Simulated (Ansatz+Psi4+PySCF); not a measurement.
Results of a calculation; reference values are marked as such.
```xyz
5

Si    0.0000    0.0000    0.0000
H     0.8561    0.8561    0.8561
H    -0.8561   -0.8561    0.8561
H    -0.8561    0.8561   -0.8561
H     0.8561   -0.8561   -0.8561
```

Basis set: cc-pVTZ on H; cc-pV(T+d)Z on Si (spherical functions). Left uncorrelated: 5 orbitals. Charge 0, multiplicity 1.

Starred EOM-CCSD(T)(a) on the restricted Hartree–Fock determinant with PySCF 2.14.0; the energies are vertical.

(1) The solver was asked for the few lowest roots only. Give the ionization energies of singlet SiH4 among them whose weight of singles is over 0.7.

## Answers

(1)

```
root  energy (eV)  weight of singles
   1        12.80               0.95
   2        12.80               0.95
   3        12.80               0.95
```

Higher main lines weren't sought.
